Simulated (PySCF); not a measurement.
Species: C₃H₆OS.
InChI=1S/C3H6OS/c1-4-2-3-5/h3H,2H2,1H3

Torsions of this conformer, `[CH3:1][O:2][CH2:3][CH:4]=[S:5]`: C1–O2–C3–C4 -179°, O2–C3–C4–S5 -178°.

The closed-shell ground state was solved at several levels (PySCF, density fitting, gas phase, non-relativistic). Isolated species at its PBE0-D3(BJ)/def2-SVP geometry (one conformer only).

```tsv
level	basis functions	HOMO (eV)	LUMO (eV)	gap (eV)	dipole (D)
PBE0/pcSseg-2	271	-6.65	-2.36	4.29	2.70
PBE0/pcSseg-1	122	-6.64	-2.32	4.32	2.74
```

Problem. Estimate the row for wB97X-D/def2-SVPD, a basis of 158 functions; the other rows only guide the guess.

Solution. HOMO -8.55 eV, LUMO -0.61 eV, gap 7.94 eV, dipole 2.78 D.

Problem. Over all these levels, which gives the widest orbital gap and which the narrowest?

Solution. wB97X-D/def2-SVPD (range-separated hybrid) has the widest, 7.94 eV, and PBE0/pcSseg-2 (global hybrid, 25 % exact exchange) the narrowest, 4.29 eV. Functional and basis both differ between the two, so the spread mixes both effects.

Problem. How far do the dipole and the HOMO energy spread over the levels?

Solution. The dipole runs from 2.70 to 2.78 D (mean 2.74 D) and the HOMO from -8.55 to -6.64 eV.
